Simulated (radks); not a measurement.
# S⁴⁺ in [He] 2s1.5 2p6 3s2 4f0.5: an all-electron calculation

What are the levels of the sulfur ion S4+, how large are its shells, and how does its energy divide?

Program: radks (a radial shooting solver on a logarithmic mesh, Libxc functionals) version 1. Level of theory: non-relativistic Kohn-Sham, PBEsol, spin-polarised, spherical densities, point nucleus; open shells are filled with parallel spins first. These are calculated values, not measurements, unless marked.

### 1 The atom as given

- element: sulfur (Z = 16)
- charge: +4
- electrons: 12
- configuration: [He] 2s1.5 2p6 3s2 4f0.5

### 2 The run

Input:

```text
Z 16
configuration [He] 2s1.5 2p6 3s2 4f0.5
relativity non-relativistic
functional pbe_sol,pbe_sol
spin polarised
nucleus point
```

**Question.** What will this run give?

As calculated:

| quantity | value |
| --- | --- |
| total energy | -388.28434 hartree |
| exchange-correlation share of it | 5.79 % |
| −T/E | 0.9988 |
| highest occupied level | 4f up, -18.012 eV |
| most extended occupied level | 4f up, <r> = 3.57 bohr |
| radius at density 0.001 e/bohr³ | 3.61 bohr |
| maxima of the radial density | 2 |

What this shows: The radial density shows 2 maxima for 4 occupied principal shells; where shells overlap, one shows as a shoulder or not at all. The ratio −T/E is 0.9988; for a non-relativistic Coulomb system it is 1 up to the kinetic part of correlation. This is not the tabulated ground configuration, so its levels and sizes aren't those of the ground state, and no measured value stands beside it.
